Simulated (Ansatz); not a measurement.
What a trial cell of SiGe2N2 relaxes into

All numbers below come from DFT PBE, scalar-relativistic, plane waves, PAW in Ansatz 0.2.0. Cutoff 420 eV, Γ-centred k mesh, Gaussian smearing, no spin polarisation in the final step.

SiGe2N2 was placed on the sites of a reported LaB2C2 cell (P4/mbm, No. 127), with Si in place of La, Ge in place of B, N in place of C, at a guessed volume.

```yaml
crystal:
  lattice:
    - [5.49668, 0.00000, 0.00000]
    - [0.00000, 5.49668, 0.00000]
    - [0.00000, 0.00000, 4.02808]
  atoms:
    - { symbol: Si, position: [0.00000, 0.00000, 0.00000] }
    - { symbol: Si, position: [0.50000, 0.50000, 0.00000] }
    - { symbol: Ge, position: [0.36130, 0.86130, 0.50000] }
    - { symbol: Ge, position: [0.13870, 0.36130, 0.50000] }
    - { symbol: Ge, position: [0.63870, 0.13870, 0.50000] }
    - { symbol: Ge, position: [0.86130, 0.63870, 0.50000] }
    - { symbol: N, position: [0.16010, 0.66010, 0.50000] }
    - { symbol: N, position: [0.33990, 0.16010, 0.50000] }
    - { symbol: N, position: [0.83990, 0.33990, 0.50000] }
    - { symbol: N, position: [0.66010, 0.83990, 0.50000] }
```

Cell and atoms relax at zero pressure; the relaxation can't lower the symmetry of the start. After a coarse first stage the cell is made exact in the group found at 0.06 Å.

The zero of energy is the elements' standard structures at the same level (N₂ as a molecule); no fitted shifts are applied.

(1) Describe the relaxed structure.

(2) What are its volume, energy, density and gap?

Answers

(1) It keeps P4/mbm (No. 127), but not the shape of the type it started on. Conventional cell: a = 6.609 Å, c = 3.300 Å. Si has 8 Ge at 2.98 Å, 8 N at 3.05 Å and 2 Si at 3.30 Å; Ge has 3 N at 1.92–1.95 Å; N has 3 Ge at 1.92–1.95 Å.

```xyz
10
Lattice="6.6086 0.0000 0.0000 0.0000 6.6086 0.0000 0.0000 0.0000 3.3004" Properties=species:S:1:pos:R:3 pbc="T T T"
Si    0.0000    0.0000    0.0000
Si    3.3043    3.3043    0.0000
Ge    2.2522    5.5565    1.6502
Ge    1.0521    2.2522    1.6502
Ge    4.3564    1.0521    1.6502
Ge    5.5565    4.3564    1.6502
N     0.8960    4.2003    1.6502
N     2.4083    0.8960    1.6502
N     5.7126    2.4083    1.6502
N     4.2003    5.7126    1.6502
```

(2) The volume per atom is 14.41 Å³, the density is 4.64 g/cm³ and the energy over the elements is 1.04 eV/atom. The gap on the 6×6×12 mesh is 0 eV (a metal).

The final run used a 6×6×12 mesh on its 10-atom cell and 0.10 eV smearing. For metals, differences of a few meV/atom aren't resolved. A structure relaxed within its symmetry needn't be a true minimum. The steps took of the order of 6 core-minutes in all.